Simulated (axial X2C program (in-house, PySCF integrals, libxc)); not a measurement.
## OF: bond constants with and without spin–orbit coupling

Calculated with an in-house relativistic program for diatomic molecules. Spin-free means the one-electron spin-free X2C Hamiltonian; two-component (2c) means X2C with spin–orbit coupling and atomic mean-field two-electron Coulomb and Gaunt terms, so the difference of the two also holds small scalar two-electron terms. Basis: F dyall-av3z [7s6p3d2f], O dyall-av3z [7s6p3d2f] (cores contracted in-house); Gaussian nuclei, density fitting, unrestricted open shells. Masses: F 18.998 u, O 15.995 u.

State, spin-free: M_S = 1/2, Λ = 1 (beyond evenly filled blocks: π+α, π+β, π-α); electrons by block: σα: 5, σβ: 5, π+α: 2, π+β: 2, π-α: 2, π-β: 1. Fragments: F + O.

State, 2c: Ω = 3/2 (⟨Sz⟩ = 0.50, ⟨Lz⟩ = 1.00 at PBE0); electrons by block: 1/2: 7, -1/2: 7, 3/2: 2, -3/2: 1. Fragments: F + O.

```csv
Hamiltonian,level,Re (Å),ωe (cm⁻¹),De (eV),μ (D)
spin-free,PBE0,1.328,1177.2,2.23,-0.11
spin-free,r2SCAN0,1.323,1196.2,1.62,-0.09
2c,PBE0,1.328,1177.5,2.24,-0.11
2c,r2SCAN0,1.323,1196.5,1.63,-0.09
```

Dipoles are positive if O is the positive end.

The state is one determinant whose occupation by symmetry is held fixed; it was picked as the lowest of a PBE0 search that is not exhaustive. Dissociation energies refer to the lowest single-determinant-based atoms at the same level and basis. Density functionals use the spin component along the axis (collinear). A 2c atom that is not at its ground J level misses part of its spin–orbit lowering, and De is too large by that part (0.04 eV or less for light atoms). This holds for PBE0, r2SCAN0. The functionals have no current-density term, which raises determinants with orbital currents, atoms included. Under one Hamiltonian the search converged a single determinant, so lower ones may well exist.

No reliable constants came from CCSD (2c), CCSD (spin-free), CCSD(T) (2c), CCSD(T) (spin-free), HF (2c), HF (spin-free), MP2 (2c), MP2 (spin-free): no minimum in range, unconverged points, a curve that is not smooth, a change of character along it, or the two Hamiltonians disagreeing along it.

Rough cost a point (2c) on 1 thread(s) of a shared host, integrals apart: PBE0 0.3 s, r2SCAN0 0.6 s.

The whole task took 2.1 min on 1 thread of INTEL(R) XEON(R) PLATINUM 8581C CPU @ 2.30GHz (Emerald Rapids) (shared host).
